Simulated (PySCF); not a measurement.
Compound: sulfuric acid, H₂O₄S.
SMILES: `OS(=O)(=O)O`

Computed with TDDFT CAM-B3LYP/aug-cc-pVTZ, vertical, gas phase, core orbitals frozen in the response in PySCF. The structure is a single PBE0-D3(BJ)/def2-TZVP conformer in the gas phase; no vibrational or solvent corrections. Torsions of this conformer, `[O:1]=[S:2](=[O:3])([OH:4])[OH:5]`: H–O4–S2–O1 160°, H–O5–S2–O1 27°.

```csv
state,E (eV),E (kJ/mol),λ (nm),f,symmetry,"main configurations (H = HOMO, L = LUMO)"
S1,7.98,770,155.3,0.0062,B,H→L (79%)
S2,8.19,790,151.4,0.0016,–,"H-2→L (41%), H-1→L (38%)"
S3,8.36,806,148.3,0.0025,A,"H-1→L (42%), H-2→L (39%)"
S4,8.97,865,138.2,0.0071,A,H→L+1 (75%)
S5,9.06,874,136.9,0.0040,A,"H-2→L+1 (38%), H-1→L+1 (32%)"
S6,9.37,904,132.4,0.024,B,"H-1→L+1 (36%), H-2→L+1 (30%), H-4→L (21%)"
S7,9.62,928,128.9,0.070,A,H-3→L (72%)
S8,9.72,938,127.5,0.085,B,"H-4→L (58%), H-1→L+1 (10%), H-2→L+1 (8%)"
S9,9.89,954,125.3,0.017,B,H→L+2 (71%)
S10,9.94,959,124.8,0.014,A,"H→L+11 (34%), H→L+3 (27%), H→L+9 (16%)"
```

Triplets (Tamm–Dancoff): T1 7.75 eV, H→L (59%), H-2→L (11%), H-1→L (9%); T2 7.92 eV, H-2→L (30%), H-1→L (26%), H→L (20%); T3 8.14 eV, H-1→L (39%), H-2→L (34%); T4 8.72 eV, H-2→L+1 (23%), H-1→L+1 (19%), H→L+1 (16%).

The lowest singlet comes at 155 nm (770 kJ/mol) in the vacuum ultraviolet; it is weak; its leading configuration is HOMO→LUMO (79%). The strongest level in the table is S8 at 9.72 eV (128 nm, f = 0.085). Löwdin shares by element: HOMO oxygen 79% or more, sulfur 15%; LUMO hydrogen 80%, sulfur 6%, oxygen 5% or more. Orbital energies (eV): HOMO-3 -12.68, HOMO-2 -11.59, HOMO-1 -11.57, HOMO -11.18, LUMO -0.26, LUMO+1 0.34, LUMO+2 1.49. Of the 10 states listed, 5 reach f = 0.01 and none stays under 0.0005. The listed states span 1.96 eV, and the widest gap between neighbours is 0.61 eV (S3 to S4). Symmetry labels in C2 follow from the direction of the transition dipole and are given only for states with f of 0.002 or more. Only the lowest 10 singlets were computed, as vertical energies without vibronic structure.

On one thread of an Intel Xeon 6975P-C, on a shared host, this took 25 s wall and 1.1 GiB of memory at its peak.
